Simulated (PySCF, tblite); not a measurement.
**C₅H₁₁P: infrared bands and NMR shifts**

What infrared bands and NMR shifts should C₅H₁₁P (`C=CP(=C)(C)C`) show?

The runs use tblite 0.8.0 and PySCF 2.14.0, with density-fitted response routines of our own; the level of theory stands in each step. All values are computed, except where a source is named. Atoms are numbered from 0 throughout.

### Step 1. The starting structure

17 atoms, charge 0, multiplicity 1; geometry from: GFN2-xTB.

Bonds of the start (Å): C0–C1 1.33, C1–P2 1.83, P2–C3 1.71, P2–C4 1.82, P2–C5 1.82, C0–H6 1.08, C0–H7 1.08, C1–H8 1.09, C3–H9 1.09, C3–H10 1.09, C4–H11 1.09, C4–H12 1.09, C4–H13 1.09, C5–H14 1.09, C5–H15 1.09, C5–H16 1.09.

### Step 2. Infrared spectrum with GFN2-xTB

What the job is given:

```
{"job": {"kind": "ir", "xc": "GFN2-xTB", "basis": "xTB"}, "charge": 0, "multiplicity": 1}
C      2.203610    -1.020594     0.029501
C      1.484402     0.076068     0.232701
P     -0.345363     0.159186     0.257019
C     -1.343001     0.035133     1.639008
C     -0.864982    -1.102424    -0.949487
C     -0.653432     1.760722    -0.552534
H      3.267914    -1.045983     0.201934
H      1.762219    -1.926945    -0.351852
H      1.950657     0.963638     0.652599
H     -1.157606     0.858253     2.328254
H     -1.194059    -0.923156     2.135691
H     -0.268038    -1.045001    -1.858092
H     -0.765036    -2.088559    -0.500085
H     -1.916782    -0.926777    -1.169730
H     -1.731556     1.890504    -0.629257
H     -0.243885     2.560285     0.062781
H     -0.192058     1.787677    -1.538360
```

**Question.** This job is followed by: GIAO PBE0/pcSseg-1 NMR shielding, non-relativistic, gas phase. Predict these results of the whole session: strongest single infrared mode (GFN2-xTB); zero-point energy (GFN2-xTB); ¹³C shifts against TMS (PBE0/pcSseg-1, means over atoms taken as alike); ¹H shifts against TMS (PBE0/pcSseg-1, means over atoms taken as alike); ³¹P shifts against H3PO4 (PBE0/pcSseg-1).

**Answer**, as computed:

| quantity | value |
| --- | --- |
| strongest single infrared mode (GFN2-xTB) | 872 cm⁻¹, 95 km/mol |
| zero-point energy (GFN2-xTB) | 86.9 kcal/mol |
| ¹³C shifts against TMS (PBE0/pcSseg-1, means over atoms taken as alike) | 152.0, 128.0, 16.3, 7.7 ppm |
| ¹H shifts against TMS (PBE0/pcSseg-1, means over atoms taken as alike) | 6.32, 5.88, 5.71, 1.45, 0.06 ppm |
| ³¹P shifts against H3PO4 (PBE0/pcSseg-1) | -14.6 ppm |

What this shows: No mode is imaginary among the 45: a minimum at this level. The strongest single mode, at 872 cm⁻¹, is spread over many atoms; the largest shares are those of H14, H13. Unscaled tight-binding wavenumbers are off by several per cent, some by more. Its intensities can rank the bands wrongly. C1 (alkene CH) lies farthest downfield among carbon, at 152.0 ppm; as expected for a trigonal carbon in a double bond. H8 (hydrogen on an alkene CH) lies farthest downfield among hydrogen, at 6.32 ppm; a vinylic proton, deshielded by the sp2 carbon and the C=C anisotropy.
